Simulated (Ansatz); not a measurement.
**C7H16: a ladder of functionals and wavefunction methods**

The task here is to estimate one member of a computed series from the others.

Computed with Ansatz 0.2.0, Gaussian basis. Level: functionals in def2-TZVPP, the program's frozen cores in correlated methods.

Levels to be run: PBE-D4, r2SCAN-D4, PBE0-D4, B3LYP-D4, ωB97X-V, ωB97M-V, B2PLYP; CCSD(T)/def2-TZVPP; MP2/def2-QZVPP; extrapolation to the limit.

### The relaxed structure

All runs share one geometry, relaxed beforehand with PBE0-D4 in a triple-zeta def2 set.

SMILES `CC(C)CC(C)C`, 23 atoms, charge 0, spin multiplicity 1.

Atoms are counted from 1 here; the program's logs count them from 0.

Bond lengths: C1–C2 1.523 Å, C1–H8 1.093 Å, C1–H9 1.095 Å, C1–H10 1.093 Å, C2–C3 1.524 Å, C2–C4 1.535 Å, C2–H11 1.098 Å, C3–H12 1.095 Å, C3–H13 1.091 Å, C3–H14 1.093 Å, C4–C5 1.528 Å, C4–H15 1.098 Å, C4–H16 1.096 Å, C5–C6 1.522 Å, C5–C7 1.522 Å, C5–H17 1.099 Å, C6–H18 1.093 Å, C6–H19 1.093 Å and more. Angles: C2–C1–H8 111.4°, C2–C1–H9 110.6°, C2–C1–H10 111.4°, H8–C1–H9 107.6°, H8–C1–H10 108.0°, H9–C1–H10 107.7°, C1–C2–C3 109.8°, C1–C2–C4 110.9°, C1–C2–H11 107.6°, C3–C2–C4 112.4°, C3–C2–H11 108.2°, C4–C2–H11 107.8°, C2–C3–H12 110.2°, C2–C3–H13 112.3°, C2–C3–H14 111.2°, H12–C3–H13 107.5°, H12–C3–H14 107.6°, H13–C3–H14 107.9° and more.

Set-up of the first run:

Contents of in.yaml:

```yaml
crystal:
  periodic: [false, false, false]
  atoms:
    - {symbol: C, position_ang: [-1.025195, 0.195515, 2.402698]}
    - {symbol: C, position_ang: [-0.118692, 0.457709, 1.207299]}
    - {symbol: C, position_ang: [-0.023855, 1.956636, 0.949522]}
    - {symbol: C, position_ang: [-0.600294, -0.318143, -0.026923]}
    - {symbol: C, position_ang: [0.492639, -0.934606, -0.898486]}
    - {symbol: C, position_ang: [-0.130905, -1.744296, -2.026201]}
    - {symbol: C, position_ang: [1.471536, 0.087765, -1.457390]}
    - {symbol: H, position_ang: [-0.690599, 0.745922, 3.286185]}
    - {symbol: H, position_ang: [-2.050732, 0.510881, 2.184602]}
    - {symbol: H, position_ang: [-1.051608, -0.867274, 2.656614]}
    - {symbol: H, position_ang: [0.884062, 0.090507, 1.464465]}
    - {symbol: H, position_ang: [-1.018050, 2.368295, 0.747652]}
    - {symbol: H, position_ang: [0.608726, 2.189721, 0.091755]}
    - {symbol: H, position_ang: [0.381145, 2.482054, 1.818651]}
    - {symbol: H, position_ang: [-1.226655, 0.336777, -0.647564]}
    - {symbol: H, position_ang: [-1.255748, -1.133648, 0.298796]}
    - {symbol: H, position_ang: [1.061443, -1.626101, -0.261386]}
    - {symbol: H, position_ang: [-0.811293, -2.508104, -1.640616]}
    - {symbol: H, position_ang: [0.633127, -2.245069, -2.626398]}
    - {symbol: H, position_ang: [-0.705204, -1.095372, -2.695317]}
    - {symbol: H, position_ang: [2.008075, 0.616697, -0.667282]}
    - {symbol: H, position_ang: [2.217035, -0.398269, -2.092301]}
    - {symbol: H, position_ang: [0.951032, 0.832414, -2.068387]}
basis:
  gaussian: {orbitals: def2-TZVPP}
hamiltonian: {xc: pbe, dispersion: d4}
output: {forces: true, orbitals: {seedname: orbitals}}
```

Among the steps run: PBE-D4 (GGA); r2SCAN-D4 (meta-GGA); PBE0-D4 (hybrid); B3LYP-D4 (hybrid); ωB97X-V (range-separated); ωB97M-V (range-separated); B2PLYP (double hybrid); CCSD(T) in def2-TZVPP; MP2 in def2-QZVPP.

One table of the session follows, with a row left open; its other results are not shown here.

| method | atomisation energy (kcal/mol) |
| --- | --- |
| PBE-D4 | 2218.4 |
| r2SCAN-D4 | 2188.1 |
| PBE0-D4 | 2199.0 |
| B3LYP-D4 | 2186.0 |
| ωB97X-V | 2186.8 |
| ωB97M-V | 2189.8 |
| B2PLYP | 2163.6 |
| HF/def2-TZVPP | ? |
| MP2/def2-TZVPP | 2157.6 |
| CCSD/def2-TZVPP | 2118.1 |
| CCSD(T)/def2-TZVPP | 2141.9 |
| MP2/CBS | 2200.3 |
| CCSD(T)/CBS | 2184.6 |

**Question.** Estimate the row for HF/def2-TZVPP.

The run gave: atomisation energy (kcal/mol): 1665.4. In the column «atomisation energy (kcal/mol)» it is the lowest.

Caveats from the session: Free atoms (7 C, 16 H) were run apart at each level; the atomisation energy is their sum less the molecule, without zero-point or spin-orbit terms.
